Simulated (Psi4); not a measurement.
**H2O (water): CCSD(T)/6-311+G(d,p) (sweep point 7)**

What is the energy change on altering one bond length of H2O (water) at CCSD(T)/6-311+G** (sweep point 7)? 

The calculation is run with Psi4 1.11.

### Step 1. The molecule

The species is H2O (3 atoms), meant as a singlet with charge 0. As SMILES, `O`. Geometry: relaxed at PBE0-D4/def2-TZVP.

Bond lengths: O1–H2 0.960 Å, O1–H3 0.960 Å. Angles: H2–O1–H3 105.1°.

### Step 2. A single-point energy at CCSD(T)/6-311+G(d,p) (sweep point 7)

job.inp

```
memory 1600 MB

molecule m {
  0 1
  O     -0.302700     0.200200    -0.140600
  H      0.466500     0.548400     0.315300
  H     -0.163800    -0.748600    -0.174700
  symmetry c1
}

set {
  basis           6-311+G**
  puream          true
  scf_type        pk
  num_frozen_docc 1
}

energy("ccsd(t)")
print_variables()
```

The run is started by

```sh
psi4 -i job.inp -o job.out -n 1
```

job.out:

```text
[...]
  Running in c1 symmetry.
[...]
  Nuclear repulsion =    9.171300754468179
[...]
  Multiplicity = 1
[...]
  Nalpha       = 5
  Nbeta        = 5
[...]
    Number of basis functions: 34
[...]
   @RHF iter   1:   -75.97065742070586   -4.78566e-01   1.34748e-02 DIIS/ADIIS
[...]
   @RHF iter  10:   -76.05258650411824   -2.47269e-12   5.74568e-09 DIIS
[...]
    Orbital Energies [Eh]
    ---------------------
    Doubly Occupied:
       1A    -20.566767     2A     -1.353999     3A     -0.720478
       4A     -0.582849     5A     -0.509909
[...]
  @RHF Final Energy:   -76.05258650411824
   => Energetics <=
    Nuclear Repulsion Energy =              9.1713007544681791
    One-Electron Energy =                -122.9797700175795683
    Two-Electron Energy =                  37.7558827589931525
    Total Energy =                        -76.0525865041182385
[...]
 Multipole Moments:
 ------------------------------------------------------------------------------------
     Multipole            Electronic (a.u.)      Nuclear  (a.u.)        Total (a.u.)
 ------------------------------------------------------------------------------------
 L = 1.  Multiply by 2.5417464519 to convert [e a0] to [Debye]
 Dipole X            :         -0.0793831            0.8318109            0.7524278
 Dipole Y            :          0.0479362           -0.5024246           -0.4544884
 Dipole Z            :          0.0000000            0.0000000            0.0000000
 Magnitude           :                                                    0.8790377
[...]
      * MP2 total energy                      =  -76.274661348247946
[...]
      * CCSD total energy                     =  -76.281018724800475
[...]
      * CCSD(T) total energy                  =  -76.286332400529403
[...]
```

Run time: 3.6 s. Hardware: 1 thread of Intel Xeon Platinum 8488C (Sapphire Rapids), shared host; peak memory 0.2 GiB.

### Step 3. The distorted shape, same level

h2o.inp

```
memory 1.6 GB

molecule m {
  0 1
  O     -0.330477     0.389937    -0.133781
  H      0.438723     0.738137     0.322119
  H     -0.163800    -0.748600    -0.174700
  symmetry c1
}

set {
  basis           6-311+G**
  puream          true
  scf_type        pk
  num_frozen_docc 1
}

e, wfn = energy('ccsd(t)', return_wfn=True)
```

The run is started by

```sh
psi4 h2o.inp h2o.out -n 1
```

h2o.out:

```text
[...]
  Running in c1 symmetry.
[...]
  Nuclear repulsion =    8.403692091044611
[...]
  Multiplicity = 1
[...]
  Nalpha       = 5
  Nbeta        = 5
[...]
    Number of basis functions: 34
[...]
   @RHF iter   1:   -75.92864590398497   -5.56912e-01   1.36640e-02 ADIIS/DIIS
[...]
   @RHF iter  11:   -76.02102673810590   -6.96332e-13   3.77019e-09 DIIS
[...]
    Orbital Energies [Eh]
    ---------------------
    Doubly Occupied:
       1A    -20.581102     2A     -1.317451     3A     -0.676028
       4A     -0.561087     5A     -0.504264
[...]
  @RHF Final Energy:   -76.02102673810590
   => Energetics <=
    Nuclear Repulsion Energy =              8.4036920910446113
    One-Electron Energy =                -121.5695756502777840
    Two-Electron Energy =                  37.1448568211272772
    Total Energy =                        -76.0210267381059026
[...]
 Multipole Moments:
 ------------------------------------------------------------------------------------
     Multipole            Electronic (a.u.)      Nuclear  (a.u.)        Total (a.u.)
 ------------------------------------------------------------------------------------
 L = 1.  Multiply by 2.5417464519 to convert [e a0] to [Debye]
 Dipole X            :         -0.0964723            0.8494489            0.7529765
 Dipole Y            :          0.1396059           -0.6611468           -0.5215409
 Dipole Z            :         -0.0000000           -0.0000000           -0.0000000
 Magnitude           :                                                    0.9159577
[...]
      * MP2 total energy                      =  -76.249989636181425
[...]
      * CCSD total energy                     =  -76.256270500468162
[...]
      * CCSD(T) total energy                  =  -76.262337378459421
[...]
```

Run time: 3.6 s. Hardware: 1 thread of Intel Xeon Platinum 8488C (Sapphire Rapids), shared host; peak memory 0.2 GiB.

### Step 4. Results

At CCSD(T)/6-311+G** (sweep point 7), 1 core orbital frozen:

| quantity | value |
| --- | --- |
| first shape: total energy | -76.28633 Eh |
| first shape: HOMO energy (Hartree–Fock orbitals) | -13.88 eV |
| first shape: LUMO energy (Hartree–Fock orbitals) | 3.91 eV |
| first shape: HOMO–LUMO gap (Hartree–Fock orbitals) | 17.79 eV |
| first shape: correlation energy (1 core orbital frozen) | -233.7 mEh |
| first shape: (T) correction | -5.31 mEh |
| first shape: T1 diagnostic | 0.010 |
| distorted shape: total energy | -76.26234 Eh |
| distorted shape: HOMO energy (Hartree–Fock orbitals) | -13.72 eV |
| distorted shape: LUMO energy (Hartree–Fock orbitals) | 3.24 eV |
| distorted shape: HOMO–LUMO gap (Hartree–Fock orbitals) | 16.96 eV |
| distorted shape: correlation energy (1 core orbital frozen) | -241.3 mEh |
| distorted shape: (T) correction | -6.07 mEh |
| distorted shape: T1 diagnostic | 0.012 |
| energy change with the O1–H3 bond stretched from 0.960 to 1.151 Å | 0.653 eV |

In words: With the O1–H3 bond stretched from 0.960 to 1.151 Å the energy rises by 0.65 eV (15.1 kcal/mol). The first shape isn't relaxed at this level, so the change isn't measured from a minimum. The triples (first shape) make up 2.3 % of the correlation energy. The triples (distorted shape) make up 2.5 % of the correlation energy.
